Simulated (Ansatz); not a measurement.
Ansatz (a program for electronic structure) input (RI-MP2/aug-cc-pVQZ):
A basis named .json is the Basis Set Exchange file of that set.

Ansatz 0.2 input:
```yaml
crystal:
  periodic: [false, false, false]
  atoms:
    - {symbol: F, position_ang: [1.21575768, -0.26497151, -0.06891347]}
    - {symbol: N, position_ang: [0.00093047, 0.00291095, 0.26044308]}
    - {symbol: F, position_ang: [-0.37945142, 1.18437148, -0.07941355]}
    - {symbol: F, position_ang: [-0.83702995, -0.92166404, -0.05423982]}
basis:
  gaussian:
    orbitals: aug-cc-pVQZ
    fitting: {mean_field: def2-universal-jkfit, correlation: aug-cc-pVQZ-RIFIT.json}
total_charge: 1
magnetization: {spin_polarized: true, initial_magnetization: 1}
correlation: {method: mp2, electrons: outside_noble_gas}
```

End of the output:

```
integrals: 0.39 GiB planned
308 factors; integrals over basis functions are off by at most 1.4e0 eV
mean field: 0.91 GiB planned
mean field evaluation 1: about -9580.2772 eV, gradient 4.3e1 eV
mean field evaluation 2: about -9582.7660 eV, gradient 3.6e1 eV
mean field evaluation 4: about -9586.2578 eV, gradient 1.5e0 eV
mean field evaluation 8: about -9586.3111 eV, gradient 1.8e-3 eV
mean field -9586.31110195 eV, -352.2904351616 hartree, gradient 8.3e-7 eV, S^2 0.764747; 0 other end points of the search recorded, 0 dependent functions left out
4 core orbitals not correlated
672 factors; their error is unknown
reference -9586.31110195 eV, -352.2904351616 hartree; 13, 12 occupied and 303, 304 virtual orbitals, 672 factors
second order -27.60099725 eV of doubles, -0.00000000 eV of singles
Total energy: -9613.91209920 eV, -353.3047531018 hartree
```
